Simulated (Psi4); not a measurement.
Pair of molecules, SMILES CN with SMILES CN (the first has 7 atoms); geometry from S66by8 set.
(charge 0, multiplicity 1):
```xyz
14

N     -2.72894     0.41683    -0.75040
H     -1.90034    -0.16802    -0.80075
H     -3.39077     0.02718    -1.40864
C     -3.28896     0.33732     0.59697
H     -4.18303     0.95516     0.65819
H     -3.55304    -0.66993     0.93448
H     -2.57057     0.74459     1.30611
N      2.89997    -0.91033    -0.36000
H      3.19624    -0.63579    -1.28798
H      3.52352    -1.65802    -0.08480
C      3.06020     0.22489     0.55368
H      2.79001    -0.08981     1.55933
H      4.06761     0.64666     0.59065
H      2.36766     1.01066     0.26102
```

Level of theory: SAPT0/jun-cc-pV(D+d)Z in Psi4.

Q: Which attractive term is largest, and how does the interaction split up?

A: electrostatics -1.4, exchange 0.0, induction 0.0, dispersion -0.3, total -1.7 kJ/mol; the largest attraction is electrostatics.
